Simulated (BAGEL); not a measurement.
**singlet BNH3O− at 6 levels**

Wanted: a comparison of 6 runs (HF/6-31G*, HF/aug-cc-pVDZ, B3LYP/6-31G*, B3LYP/aug-cc-pVDZ, PBE0/aug-cc-pVDZ, RI-MP2/aug-cc-pVDZ) of singlet BNH3O−. 

Program for the calculation: BAGEL 1.2.2.

1 further run of the same task is left out (set aside as unsound or not needed).

## (1) The structure to begin with

The species is BNH3O− (6 atoms), meant as a singlet with charge -1. SMILES of the parent species: `N[B]O`. Geometry: relaxed at PBE0-D4/def2-TZVP. This is one conformer, not always the lowest. That shape belongs to the parent species and isn't relaxed for this state.

Bond lengths: N1–B2 1.390 Å, B2–O3 1.359 Å, N1–H4 1.002 Å, N1–H5 1.010 Å, O3–H6 0.958 Å. Angles: N1–B2–O3 122.6°, B2–N1–H4 122.8°, B2–N1–H5 122.6°, B2–O3–H6 113.3°, H4–N1–H5 114.6°.

## (2) A single-point energy at HF/6-31G(d) (density fitting with qzvpp-jkfit, spherical functions) (run 1)

calc.json

```json
{ "bagel": [

{
  "title": "molecule",
  "basis": "6-31gs.json",
  "df_basis": "qzvpp-jkfit",
  "angstrom": true,
  "geometry": [
    { "atom": "N", "xyz": [   -0.781300,    0.184600,   -0.560400 ] },
    { "atom": "B", "xyz": [    0.032600,   -0.490400,    0.341500 ] },
    { "atom": "O", "xyz": [    1.270200,   -0.047100,    0.684600 ] },
    { "atom": "H", "xyz": [   -1.694900,   -0.139800,   -0.815500 ] },
    { "atom": "H", "xyz": [   -0.498900,    1.042700,   -1.012000 ] },
    { "atom": "H", "xyz": [    1.714300,   -0.614000,    1.315700 ] }
  ]
},
{
  "title": "hf",
  "charge": -1
},
{
  "title": "print",
  "file": "orbitals.molden",
  "orbitals": true
}

]}
```

The basis set 6-31G* is read from a file made from the Basis Set Exchange's data (not shown).

Started as:

```sh
$ BAGEL_NUM_THREADS=1 BAGEL calc.json > calc.out
```

Output:

```text
* using 1 threads per process

  ===============================================================
  ===============================================================

  *** Geometry ***

  { "atom" : "N", "xyz" : [     -1.476443,      0.348843,     -1.059003 ] },
  { "atom" : "B", "xyz" : [      0.061605,     -0.926722,      0.645341 ] },
  { "atom" : "O", "xyz" : [      2.400330,     -0.089006,      1.293707 ] },
  { "atom" : "H", "xyz" : [     -3.202897,     -0.264184,     -1.541072 ] },
  { "atom" : "H", "xyz" : [     -0.942784,      1.970417,     -1.912403 ] },
  { "atom" : "H", "xyz" : [      3.239557,     -1.160292,      2.486313 ] },

  Number of auxiliary basis functions:      283

  Since a DF basis is specified, we compute 2- and 3-index integrals:
    o Being stored without compression. Storage requirement is 0.005 GB

  Number of basis functions:       48
  Number of electrons      :       23

    * METHOD: MOLECULE                             0.05

  *** RHF ***

  === Nuclear Repulsion ===
    61.4384600547

      * DIIS with orbital gradients will be used.

  === RHF iteration (6-31gs.json) ===
      0       -155.31980672          0.04106580           0.01
      1       -155.54916347          0.02331789           0.01
      2       -155.63870254          0.00246740           0.01
[... 12 lines of this table left out ...]
     15       -155.64137957          0.00000001           0.01
    * SCF iteration converged.

    * Permanent dipole moment:
           (   -0.435438,    -1.116590,     0.551526) a.u.

    * METHOD: HF                                   0.19

    * METHOD: PRINT                                0.00

  ===============================================================
```

Run time: 0.4 s. Hardware: 1 thread of Arm Neoverse V2, shared host.

## (3) A single-point energy at HF/aug-cc-pVDZ (density fitting with qzvpp-jkfit) (run 2)

input.json

```json
{ "bagel" : [

{
  "title" : "molecule",
  "basis" : "aug-cc-pvdz.json",
  "df_basis" : "qzvpp-jkfit",
  "angstrom" : true,
  "geometry" : [
    { "atom" : "N", "xyz" : [   -0.781300,    0.184600,   -0.560400 ] },
    { "atom" : "B", "xyz" : [    0.032600,   -0.490400,    0.341500 ] },
    { "atom" : "O", "xyz" : [    1.270200,   -0.047100,    0.684600 ] },
    { "atom" : "H", "xyz" : [   -1.694900,   -0.139800,   -0.815500 ] },
    { "atom" : "H", "xyz" : [   -0.498900,    1.042700,   -1.012000 ] },
    { "atom" : "H", "xyz" : [    1.714300,   -0.614000,    1.315700 ] }
  ]
},
{ "title" : "hf", "charge" : -1 },
{ "title" : "print", "file" : "orbitals.molden", "orbitals" : true }

]}
```

The basis set aug-cc-pVDZ is read from a file made from the Basis Set Exchange's data (not shown).

Started as:

```sh
$ BAGEL_NUM_THREADS=1 BAGEL input.json > input.out
```

Output:

```text
* using 1 threads per process

  ===============================================================
  ===============================================================

  *** Geometry ***

  { "atom" : "N", "xyz" : [     -1.476443,      0.348843,     -1.059003 ] },
  { "atom" : "B", "xyz" : [      0.061605,     -0.926722,      0.645341 ] },
  { "atom" : "O", "xyz" : [      2.400330,     -0.089006,      1.293707 ] },
  { "atom" : "H", "xyz" : [     -3.202897,     -0.264184,     -1.541072 ] },
  { "atom" : "H", "xyz" : [     -0.942784,      1.970417,     -1.912403 ] },
  { "atom" : "H", "xyz" : [      3.239557,     -1.160292,      2.486313 ] },

  Number of auxiliary basis functions:      283

  Since a DF basis is specified, we compute 2- and 3-index integrals:
    o Being stored without compression. Storage requirement is 0.021 GB

  Number of basis functions:       96
  Number of electrons      :       23

    * METHOD: MOLECULE                             0.08

  *** RHF ***

  === Nuclear Repulsion ===
    61.4384600547

      * DIIS with orbital gradients will be used.

  === RHF iteration (aug-cc-pvdz.json) ===
      0       -154.97771916          0.03707087           0.02
      1       -155.02842750          0.04580465           0.02
      2       -155.73737031          0.00496064           0.02
[... 14 lines of this table left out ...]
     17       -155.75415099          0.00000001           0.02
    * SCF iteration converged.

    * Permanent dipole moment:
           (   -0.611316,    -1.884860,     0.996275) a.u.

    * METHOD: HF                                   0.47

    * METHOD: PRINT                                0.02

  ===============================================================
```

Run time: 0.72 s. Hardware: 1 thread of Arm Neoverse V2, shared host.

Runs 3 to 4 aren't shown in full; the table further down has their settings and results.

## (4) The energy at PBE0/aug-cc-pVDZ (density fitting with qzvpp-jkfit) (run 5)

dft.json

```json
{ "bagel" : [

{
  "title" : "molecule",
  "basis" : "aug-cc-pvdz.json",
  "df_basis" : "qzvpp-jkfit",
  "angstrom" : "true",
  "geometry" : [
    { "atom" : "N", "xyz" : [   -0.781300,    0.184600,   -0.560400 ] },
    { "atom" : "B", "xyz" : [    0.032600,   -0.490400,    0.341500 ] },
    { "atom" : "O", "xyz" : [    1.270200,   -0.047100,    0.684600 ] },
    { "atom" : "H", "xyz" : [   -1.694900,   -0.139800,   -0.815500 ] },
    { "atom" : "H", "xyz" : [   -0.498900,    1.042700,   -1.012000 ] },
    { "atom" : "H", "xyz" : [    1.714300,   -0.614000,    1.315700 ] }
  ]
},
{ "title" : "ks", "xc_func" : "pbe0", "charge" : -1 },
{ "title" : "print", "file" : "orbitals.molden", "orbitals" : "true" }

]}
```

The basis set aug-cc-pVDZ is read from a file made from the Basis Set Exchange's data (not shown).

Started as:

```sh
$ BAGEL_NUM_THREADS=1 BAGEL dft.json > dft.out
```

Output:

```text
* using 1 threads per process

  ===============================================================
  ===============================================================

  *** Geometry ***

[... 19 lines left out ...]
    * Removing 9525 points whose weight is below 1.00e-10
[... 2 lines left out ...]
  === Nuclear Repulsion ===
    61.4384600547

       - DIIS with orbital gradients will be used.

  === KS iteration (pbe0 / aug-cc-pvdz.json) ===
      0       -138.80577593          0.08659759           0.21
      1       -121.41385898          0.20340502           0.20
      2       -143.97092413          0.09322575           0.20
[... 18 lines of this table left out ...]
     21       -156.49127370          0.00000001           0.20
    * SCF iteration converged.

    * Permanent dipole moment:
           (   -0.546334,    -1.314321,     0.631245) a.u.

    * METHOD: KS                                   4.75

    * METHOD: PRINT                                0.02

  ===============================================================
```

Run time: 5.1 s. Hardware: 1 thread of Arm Neoverse V2, shared host; peak memory 0.35 GiB.

## (5) A single-point energy at RI-MP2/aug-cc-pVDZ (density fitting with qzvpp-jkfit) (run 6)

job.json

```json
{ "bagel": [

{
  "title": "molecule",
  "basis": "aug-cc-pvdz.json",
  "df_basis": "qzvpp-jkfit",
  "angstrom": "true",
  "geometry": [
    { "atom": "N", "xyz": [      -0.781300,       0.184600,      -0.560400 ] },
    { "atom": "B", "xyz": [       0.032600,      -0.490400,       0.341500 ] },
    { "atom": "O", "xyz": [       1.270200,      -0.047100,       0.684600 ] },
    { "atom": "H", "xyz": [      -1.694900,      -0.139800,      -0.815500 ] },
    { "atom": "H", "xyz": [      -0.498900,       1.042700,      -1.012000 ] },
    { "atom": "H", "xyz": [       1.714300,      -0.614000,       1.315700 ] }
  ]
},

{
  "title": "hf",
  "charge": -1
},

{
  "title": "mp2",
  "charge": -1,
  "ncore": 3
}

]}
```

The basis set aug-cc-pVDZ is read from a file made from the Basis Set Exchange's data (not shown).

Started as:

```sh
$ BAGEL_NUM_THREADS=1 BAGEL job.json > job.out
```

Output:

```text
* using 1 threads per process

  ===============================================================
  ===============================================================

  *** Geometry ***

[... 30 lines left out ...]
    * SCF iteration converged.
[... 1 line left out ...]
    * Permanent dipole moment:
[... 2 lines left out ...]
    * METHOD: HF                                   0.46

  *** RHF ***

  === Nuclear Repulsion ===
    61.4384600547

      * DIIS with orbital gradients will be used.

  === RHF iteration (aug-cc-pvdz.json) ===
      0       -155.75415099          0.00000000           0.02
    * SCF iteration converged.

    * Permanent dipole moment:
           (   -0.611315,    -1.884861,     0.996276) a.u.

  === DF-MP2 calculation ===

    * freezing 3 orbitals
    * 3-index integral transformation done
    * assembly done

      MP2 correlation energy:   -0.4893226507      0.02

      MP2 total energy:       -156.2434736429

    * METHOD: MP2                                  0.07

  ===============================================================
```

It took 0.78 s on 1 thread of Arm Neoverse V2, shared host.

## (6) The series

| run | level | frozen core orbitals | energy (Eh) | HOMO energy (eV) | LUMO energy (eV) | HOMO–LUMO gap (eV) | wall time |
| --- | --- | --- | --- | --- | --- | --- | --- |
| 1 | HF/6-31G* (density fitting with qzvpp-jkfit, spherical functions) | – | -155.641380 | 2.26 | 12.08 | 9.82 | 0.4 s |
| 2 | HF/aug-cc-pVDZ (density fitting with qzvpp-jkfit) | – | -155.754151 | -0.23 | 4.07 | 4.30 | 0.72 s |
| 3 | B3LYP/6-31G* (density fitting with qzvpp-jkfit, spherical functions) | – | -156.554878 | 4.82 | 8.10 | 3.28 | 2 s |
| 4 | B3LYP/aug-cc-pVDZ (density fitting with qzvpp-jkfit) | – | -156.683706 | 1.12 | 2.82 | 1.70 | 5.1 s |
| 5 | PBE0/aug-cc-pVDZ (density fitting with qzvpp-jkfit) | – | -156.491274 | 1.06 | 2.91 | 1.85 | 5.1 s |
| 6 | RI-MP2/aug-cc-pVDZ (density fitting with qzvpp-jkfit) | 3 | -156.243474 | – | – | – | 0.78 s |

## (7) Outcome

```
                                          quantity          value
                               run 6: total energy  -156.24347 Eh
run 6: correlation energy (3 core orbitals frozen)     -489.3 mEh
```

In words: Over runs 1, 2, 3, 4, 5 the HOMO–LUMO gap runs from 1.70 eV (B3LYP/aug-cc-pVDZ) to 9.82 eV (HF/6-31G*). The two ends differ in method and basis. The empty levels of an anion lie above zero and hang on the basis. Totals of different functionals can't be ranked against each other. In runs 1, 3, 4, 5 the HOMO lies above zero, so the outermost electron may be held by the basis alone. All runs together took 14 s, the longest 5.1 s.
